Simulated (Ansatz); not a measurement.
Basis-set extrapolation for `FBS` (PBE0-D4/def2-TZVP geometry, frozen core, Ansatz). Multiplicity 1, RHF reference.

|  | def2-TZVPP | def2-QZVPP |
| --- | --- | --- |
| HF | -522.968645 | -522.985454 |
| MP2 correlation | -0.525875 | -0.572295 |
| CCSD(T) correlation | -0.572806 | -0.617081 |

Energies in hartree. Use E(X) = E(∞) + A·exp(−7.88·√X) for Hartree–Fock and E(X) = E(∞) + B·X^(−2.97) for correlation, with X = 3 and 4.

Task: What is the CCSD(T) energy at the basis-set limit?

Result: HF limit: -522.985454 + (-0.016809) × 0.13774 = -522.98777. Correlation limit: -0.617081 + (-0.044275) × 0.74074 = -0.64988. Total: -523.63765 hartree, 2.62 eV below CCSD(T)/def2-TZVPP.
